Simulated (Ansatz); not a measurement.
Wavefunction ladder for C3H4ClF (`C=C(Cl)CF`)

```xyz
9

C    -0.723    0.971    0.713
C     0.264    0.153    0.402
Cl    1.706    0.034    1.351
C     0.305   -0.770   -0.772
F    -0.842   -0.666   -1.518
H    -1.601    1.002    0.081
H    -0.678    1.611    1.583
H     1.161   -0.528   -1.410
H     0.408   -1.806   -0.430
```

Charge 0, multiplicity 1. The geometry is a stationary point of PBE0-D4/def2-TZVP. It is one conformer, not always the lowest. Frozen core, restricted reference, Ansatz. CBS rows extrapolate triple and quadruple zeta; past MP2 they add the triple-zeta difference.

```csv
basis,HF (Eh),MP2 corr.
def2-SVP,-674.52679,-0.71863
def2-TZVPP,-674.94222,-0.92640
def2-QZVPP,-674.96439,-1.00187
```

Task: Estimate the CCSD correlation energy and the (T) correction in each basis where they were run (hartree).

Result: 
```
     basis  CCSD corr.       (T)
  def2-SVP    -0.76297  -0.02159
def2-TZVPP    -0.96457  -0.03972
 CBS(def2)    -1.09594     as TZ
```
